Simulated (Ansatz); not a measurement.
Born–Oppenheimer molecular dynamics of CHN₂ (4 atoms, charge 0, multiplicity 2). It goes on from the last frame of an earlier run, with new velocities.

Method: UKS PBE/def2-SVP in Ansatz 0.2.0.

* ensemble: NVE (velocity Verlet)
* time step: 0.5 fs
* steps asked: 166
* starting velocities drawn for: 1500 K
* seed: 145525

First frame:

```xyz
4
Properties=species:S:1:pos:R:3
N -1.612 0.444 0.115
C -0.443 0.203 0.020
N 0.800 0.044 -0.359
H 1.219 -0.572 0.398
```

(1) How far do the bonds stretch over the last three quarters of this one trajectory? (Pairs bonded in most of those frames.)

Results:

(1) 
```
 bond  mean (Å)  spread (Å)  shortest  longest
N1–C2     1.217       0.031      1.16     1.28
C2–N3     1.294       0.040      1.21     1.36
N3–H4     1.041       0.039      0.98     1.10
```

Mean temperature of the second half: 871 K. The conserved energy stayed within 0.45 meV per atom of its start (net change 0.14 meV per atom), so the integration is sound. A run of 0.083 ps of so small a system gives no equilibrium averages.

Run time: 4.6 min on 1 thread of Arm Neoverse N1 (shared host), peak memory 0.097 GiB.
